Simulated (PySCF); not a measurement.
Predicted microwave data (PBE0-D3(BJ)/def2-SVP geometry optimisation, gas phase (PySCF 2.14.0)) for one isomer of H3O3P:

- Rotational constants: A = 7431, B = 7317, C = 4502 MHz
- Dipole components: |μa| = 0.11 D, |μb| = 0.19 D, |μc| = 2.77 D
- Inertial defect: -24.82 u·Å²
- κ: 0.92

Question: Which candidate fits, each taken in the one conformer that was computed?
A. `[OH:1][P:2]([OH:3])[OH:4]` with H–O1–P2–O3 92°, O1–P2–O3–H -163°, O1–P2–O4–H 103°
B. `[O:1]=[PH:2]([OH:3])[OH:4]` with O1–P2–O3–H -144°, O1–P2–O4–H 9°

Answer: A. It is OP(O)O. The candidates at the same level (rigid rotor, commonest isotopes):

```json
{"SMILES": "O=[PH](O)O", "A (MHz)": "8015", "B (MHz)": "7524", "C (MHz)": "4412", "μa (D)": "2.95", "μb (D)": "1.75", "μc (D)": "0.32", "Δ (u·Å²)": "-15.68", "point group": "–", "rotor": "asymmetric top"}
{"SMILES": "OP(O)O", "A (MHz)": "7431", "B (MHz)": "7317", "C (MHz)": "4502", "μa (D)": "0.11", "μb (D)": "0.19", "μc (D)": "2.77", "Δ (u·Å²)": "-24.82", "point group": "near C3", "rotor": "–"}
```

`O=[PH](O)O` has A 8 % too high. No structure here is proved a minimum.
